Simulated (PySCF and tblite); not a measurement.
Values are calculated unless marked as measured or tabulated.
C₃H₆Cl₂, numbered as in [CH3:1][C@H:2]([Cl:3])[CH2:4][Cl:5].

Search: ETKDG and KDG, MMFF94s, GFN2-xTB, 90 starts; geometries at PBE0-D3(BJ)/def2-SVP. Energies: PBE0-D3(BJ)/def2-TZVP, with GFN2-xTB thermal terms (modes under about 100 cm⁻¹ blended into free rotors). Symmetry numbers and mirror images are counted. Conformers within 4 kcal/mol (GFN2-xTB free energy) were kept, 5 at most. Codes: tblite and PySCF.

Rotational constants are equilibrium values for the commonest isotopes; dipoles come from the energy level named.

Torsions listed: Cl3–C2–C4–Cl5.

```csv
conformer,shape,symmetry,weight %
1,173°,C1,85.7
2,65°,C1,7.4
3,-67°,C1,6.9
```

Sets of constants, in random order:

```
set  A (MHz)  B (MHz)  C (MHz)  abs μa (D)  abs μb (D)  abs μc (D)
  P     4393     2015     1677        0.17        2.15        1.72
  Q     6863     1469     1264        0.00        0.51        0.07
  R     4587     1947     1442        1.08        2.78        0.03
```

Problem. Match each set to its conformer.

Solution. P is conformer 3, Q is conformer 1, R is conformer 2.
